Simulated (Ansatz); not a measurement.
A made-up structure of CH₃B, closed shell:

```xyz
5
angstrom
B -0.0746 0.5300 -0.1317
C 0.1113 -0.7914 0.1965
H 0.2549 -1.8107 0.4497
H -0.7484 0.8619 -1.0025
H 0.4319 1.3871 0.4440
```

It is relaxed with PBE-D4/def2-SVP and then PBE0-D4/def2-TZVP (Ansatz 0.2.0). Atoms count as bonded within 1.22 times the sum of their covalent radii (H–H: 0.88 Å). The end point is not checked to be a true minimum.

Question: Does its bonding change? (A judgement: the text doesn't fix the answer.)

Answer: The calculation gives: Yes. Formed: C2–H5; broken: B1–H5.

Where it ends: The first stage lowers the energy by 1.76 eV in 20 steps. It ends as CH₃B ([BH][CH2]):
```
5
angstrom
B -0.4392 0.4425 -0.5772
C 0.2857 -0.2374 0.3718
H 0.2676 -1.3201 0.4559
H -1.0590 1.0240 -1.3890
H 0.9200 0.2679 1.0944
```

Labels in which every atom is bracketed show which atoms are joined, not bond orders.

For scale, one of the runs: PBE0-D4/def2-TZVP relaxation, 80 basis functions, launched by `ansatz run in.yaml --threads 2 --pin off --events-out ev --progress --plain --max-ram 4352MiB`. The run took about 2.3 s on 2 CPU threads of an Arm Neoverse V2 (shared host).
